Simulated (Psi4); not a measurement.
Psi4 input (wB97X-D/6-311+G**):

```
memory 1500 MB

molecule {
0 3
N    -1.12319503    0.17225040    0.04963958
N    -0.07168734   -0.38274060   -0.13869766
O     1.04552207    0.18417893    0.07792581
symmetry c1
no_reorient
no_com
}

set {
  basis 6-311+G**
  reference uks
  scf_type pk
  dft_radial_points 99
  dft_spherical_points 590
  e_convergence 1e-8
  d_convergence 1e-7
  maxiter 150
}

e = energy('wb97x-d')
print_out(f'\nFINAL {e:.10f} DIPOLE {variable("CURRENT DIPOLE")[0]:.6f} {variable("CURRENT DIPOLE")[1]:.6f} {variable("CURRENT DIPOLE")[2]:.6f}\n')
```

From the last part of the output:

```
      14A      0.121847    15A      0.149876    16A      0.161800
      17A      0.164225    18A      0.210327    19A      0.220728
      20A      0.224746    21A      0.255879    22A      0.276384
      23A      0.306076    24A      0.317897    25A      0.359940
      26A      0.403464    27A      0.517910    28A      0.777098
      29A      0.792216    30A      0.821498    31A      0.880655
      32A      0.882439    33A      0.907109    34A      1.027944
      35A      1.069490    36A      1.095852    37A      1.155639
      38A      1.264353    39A      1.604018    40A      1.667089
      41A      1.768804    42A      1.769519    43A      2.027343
      44A      2.131953    45A      2.294787    46A      2.408306
      47A      2.679877    48A      2.753291    49A      2.879298
      50A      2.901375    51A      2.989004    52A      3.233847
      53A      3.383776    54A      3.531834    55A      3.770458
      56A      3.925090    57A      4.004990    58A      4.081290
      59A      4.314082    60A      4.867209    61A      5.009471
      62A      5.085297    63A      5.918783    64A     35.288315
      65A     35.839615    66A     49.905587

    Final Occupation by Irrep:
              A
    DOCC [    10 ]
    SOCC [     2 ]
    NA   [    12 ]
    NB   [    10 ]

  @UKS Final Energy:  -184.53761954868355

   => Energetics <=

    Nuclear Repulsion Energy =             58.5105504462394777
    One-Electron Energy =                -366.6242740992758513
    Two-Electron Energy =                 139.1519743355800642
    DFT Exchange-Correlation Energy =     -15.5758337344345801
    Empirical Dispersion Energy =          -0.0000364967926864
    VV10 Nonlocal Energy =                  0.0000000000000000
    Total Energy =                       -184.5376195486835513

  UHF NO Occupations:
  HONO-2 :   10  A 1.9983586
  HONO-1 :   11  A 1.0000000
  HONO-0 :   12  A 1.0000000
  LUNO+0 :   13  A 0.0016414
  LUNO+1 :   14  A 0.0006277
  LUNO+2 :   15  A 0.0005711
  LUNO+3 :   16  A 0.0005491

Computation Completed

Properties will be evaluated at   0.000000,   0.000000,   0.000000 [a0]

Properties computed using the SCF density matrix

 Multipole Moments:

 ------------------------------------------------------------------------------------
     Multipole            Electronic (a.u.)      Nuclear  (a.u.)        Total (a.u.)
 ------------------------------------------------------------------------------------

 L = 1.  Multiply by 2.5417464519 to convert [e a0] to [Debye]
 Dipole X            :          0.1341221           -0.0000001            0.1341220
 Dipole Y            :         -0.1321237            0.0000001           -0.1321236
 Dipole Z            :         -0.0461216           -0.0000002           -0.0461217
 Magnitude           :                                                    0.1938365

 ------------------------------------------------------------------------------------

FINAL -184.5376195487 DIPOLE 0.134122 -0.132124 -0.046122

*** Psi4 exiting successfully. Buy a developer a beer!
```
